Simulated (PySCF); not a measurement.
Mapped SMILES: `[O:1]=[PH:2]([OH:3])[OH:4]`; H(Xn) means a hydrogen on atom n.

PySCF calculation with shielding tensors at PBE0/pcSseg-1 (GIAO) and geometry: PBE0-D3(BJ)/def2-SVP; non-relativistic Hamiltonian, a single conformation, equivalent nuclei averaged, no solvent.

Chemical shifts δ = σref − σ; ¹H vs TMS; ¹⁷O vs H2O; ³¹P vs H3PO4, all at this level.

```
      atoms  nucleus  count  δ (ppm)
      H(P2)       ¹H      1        ?
      O3/O4      ¹⁷O      2    123.3
H(O3)/H(O4)       ¹H      2     3.16
         P2      ³¹P      1        ?
         O1      ¹⁷O      1    185.5
```

**Question.** Estimate the values marked ?.

**Answer.** 
- H(P2): 7.25 ppm, hydrogen on a phosphorus bonded to 3 O
- P2: -5.8 ppm, phosphorus bonded to 3 O, H

OH and NH positions are those of a molecule without intermolecular hydrogen bonds; in solution they move with solvent, concentration and temperature, and exchange usually removes their couplings. Experimental scales use liquid or dissolved standards, which lie at an offset from isolated H2O (liquid H2O: subtract about 36 ppm) and H3PO4.
